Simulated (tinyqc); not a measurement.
Worked calculation: Hueckel theory of the pi electrons, for the molecule c1ccsc1 (SMILES; centres numbered as the heavy atoms are written). Computed by tinyqc, a small Python program that keeps every step. Settings: charge = 0. Command: `OMP_NUM_THREADS=1 python tinyqc.py 29538 29539 out.jsonl` (the two numbers bound the seeds that draw the settings). One thread of a shared host (Intel(R) Xeon(R) Processor @ 2.60GHz), about 0.01 s of CPU time with the checks.

## The Hueckel matrix

Centres:
```
centre  z_r, pi electrons of the neutral centre         h
1C                                            1  0.000000
2C                                            1  0.000000
3C                                            1  0.000000
4S                                            2  1.000000
5C                                            1  0.000000
```

Bonds:
```
i  j         k
1  2         1
2  3         1
3  4  0.650000
4  5  0.650000
5  1         1
```

H_rr = alpha + h_r beta, H_rs = k_rs beta for bonded centres.

Hueckel matrix in units of beta (H = alpha + beta A), order 1C, 2C, 3C, 4S, 5C:
$$\begin{pmatrix}
0.000000 & 1.000000 & 0.000000 & 0.000000 & 1.000000 \\
1.000000 & 0.000000 & 1.000000 & 0.000000 & 0.000000 \\
0.000000 & 1.000000 & 0.000000 & 0.650000 & 0.000000 \\
0.000000 & 0.000000 & 0.650000 & 1.000000 & 0.650000 \\
1.000000 & 0.000000 & 0.000000 & 0.650000 & 0.000000
\end{pmatrix}$$

## Orbitals

pi electrons, sum of z_r less the charge = 6

Diagonalise; E = alpha + x beta with beta < 0, so the largest x are filled first; degenerate levels share their electrons. P = sum n_i c_ri c_si; each orbital has its largest coefficient positive (the first on a tie).

x values: [1.947411, 1.000000, 0.618034, -0.947411, -1.618034]

occupations: [2.000000, 2.000000, 2.000000, 0.000000, 0.000000]

coefficients, order 1C, 2C, 3C, 4S, 5C:
$$\begin{pmatrix}
0.426977 & -0.478537 & -0.371748 & -0.297814 & 0.601501 \\
0.426977 & -0.478537 & 0.371748 & -0.297814 & -0.601501 \\
0.404523 & 0.000000 & 0.601501 & 0.579966 & 0.371748 \\
0.555070 & 0.736210 & 0.000000 & -0.387158 & 0.000000 \\
0.404523 & 0.000000 & -0.601501 & 0.579966 & -0.371748
\end{pmatrix}$$

charge and bond-order matrix P, order 1C, 2C, 3C, 4S, 5C:
$$\begin{pmatrix}
1.099007 & 0.546220 & -0.101769 & -0.230602 & 0.792658 \\
0.546220 & 1.099007 & 0.792658 & -0.230602 & -0.101769 \\
-0.101769 & 0.792658 & 1.050885 & 0.449078 & -0.396329 \\
-0.230602 & -0.230602 & 0.449078 & 1.700217 & 0.449078 \\
0.792658 & -0.101769 & -0.396329 & 0.449078 & 1.050885
\end{pmatrix}$$

## Energy, charges, bond orders

E = sum n x; q_r = z_r - P_rr; bond order p = P_rs; free valence = sqrt(3) - sum of p over the bonds of the atom.

pi energy = 6 alpha + this times beta = 7.130891

pi charges: 1C -0.099007, 2C -0.099007, 3C -0.050885, 4S 0.299783, 5C -0.050885

Bond orders and lengths from R = 1.517 - 0.180 p (angstrom, C-C alone):
```
bond         p         R
1-2   0.546220  1.418680
2-3   0.792658  1.374322
3-4   0.449078         -
4-5   0.449078         -
5-1   0.792658  1.374322
```

free valence of the carbons: 1C 0.393173, 2C 0.393173, 3C 0.490315, 5C 0.490315

gap between the highest filled and the next level = 1.565445 |beta|
